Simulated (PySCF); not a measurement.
Molecule: methylcyclopentane, C6H12.

Geometry:
```json
{"atom": "C1", "x (Å)": "2.071", "y (Å)": "-0.617", "z (Å)": "-0.147"}
{"atom": "C2", "x (Å)": "0.556", "y (Å)": "-0.538", "z (Å)": "-0.177"}
{"atom": "C3", "x (Å)": "-0.101", "y (Å)": "-0.251", "z (Å)": "1.176"}
{"atom": "C4", "x (Å)": "-1.536", "y (Å)": "0.176", "z (Å)": "0.836"}
{"atom": "C5", "x (Å)": "-1.488", "y (Å)": "0.678", "z (Å)": "-0.628"}
{"atom": "C6", "x (Å)": "-0.017", "y (Å)": "0.580", "z (Å)": "-1.049"}
{"atom": "H7", "x (Å)": "2.485", "y (Å)": "-0.813", "z (Å)": "-1.149"}
{"atom": "H8", "x (Å)": "2.421", "y (Å)": "-1.420", "z (Å)": "0.521"}
{"atom": "H9", "x (Å)": "2.505", "y (Å)": "0.330", "z (Å)": "0.214"}
{"atom": "H10", "x (Å)": "0.156", "y (Å)": "-1.500", "z (Å)": "-0.552"}
{"atom": "H11", "x (Å)": "0.443", "y (Å)": "0.579", "z (Å)": "1.661"}
{"atom": "H12", "x (Å)": "-0.055", "y (Å)": "-1.108", "z (Å)": "1.866"}
{"atom": "H13", "x (Å)": "-1.907", "y (Å)": "0.945", "z (Å)": "1.529"}
{"atom": "H14", "x (Å)": "-2.226", "y (Å)": "-0.678", "z (Å)": "0.927"}
{"atom": "H15", "x (Å)": "-2.110", "y (Å)": "0.036", "z (Å)": "-1.272"}
{"atom": "H16", "x (Å)": "-1.883", "y (Å)": "1.700", "z (Å)": "-0.738"}
{"atom": "H17", "x (Å)": "0.515", "y (Å)": "1.519", "z (Å)": "-0.812"}
{"atom": "H18", "x (Å)": "0.115", "y (Å)": "0.399", "z (Å)": "-2.127"}
```

Geometry PBE0-D3(BJ)/def2-SVP throughout; GIAO in PySCF 2.14.0 with density-fitted response routines, gas phase, one conformer, non-relativistic; equivalent atoms averaged; functional PBE0.

For orientation, STO-3G gives these shifts δ (against TMS at the same level): C2 36.4, C3/C6 34.8, C4/C5 31.1, C1 21.7, H14/H15 1.21, H13/H16 1.18, H10 1.16, H12/H18 1.09, H7/H8/H9 0.72 ppm.

A run gave: C2 36.5, C3/C6 38.1, C4/C5 26.1, C1 22.5, H14/H15 1.50, H13/H16 1.47, H10 1.47, H12/H18 1.47, H7/H8/H9 1.14 ppm (shifts δ (against TMS at the same level)).

Question: Which basis set was used in that run?
A. pcSseg-0
B. aug-cc-pVDZ
C. def2-TZVP
D. 6-311+G(2d,p)

Answer: A. C2 tells them apart best: pcSseg-0 gives 36.5, 6-311+G(2d,p) gives 39.3, def2-TZVP gives 40.3, aug-cc-pVDZ gives 40.0 ppm.
